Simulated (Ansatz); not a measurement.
Ag2PdO2 (Immm, No. 71)

Level of theory: r²SCAN (Ansatz, an electronic-structure program, plane waves, PAW).

Settings: plane-wave cutoff 560 eV, 22×22×22 k mesh, Fermi–Dirac smearing 0.05 eV, no spin polarisation, scalar-relativistic PAW data made under PBE.

Cell (relaxed at this level):

```yaml
crystal:
  lattice:
    - [-1.50603, 2.27708, 4.97101]
    - [1.50603, -2.27708, 4.97101]
    - [1.50603, 2.27708, -4.97101]
  atoms:
    - { symbol: Ag, position: [0.35763, 0.35763, 0.00000] }
    - { symbol: Ag, position: [0.64237, 0.64237, 0.00000] }
    - { symbol: Pd, position: [0.00000, 0.00000, 0.00000] }
    - { symbol: O, position: [0.13928, 0.63928, 0.50000] }
    - { symbol: O, position: [0.86072, 0.36072, 0.50000] }
```

```json
{
 "band_gap": "0.26 eV (on the SCF k mesh)",
 "bulk modulus B0": "99.8 GPa"
}
```

Note: the bulk modulus is −V dP/dV from two relaxed cells at ±2 % in volume.

Spin–orbit coupling is not included.

Computed values are for the static lattice.
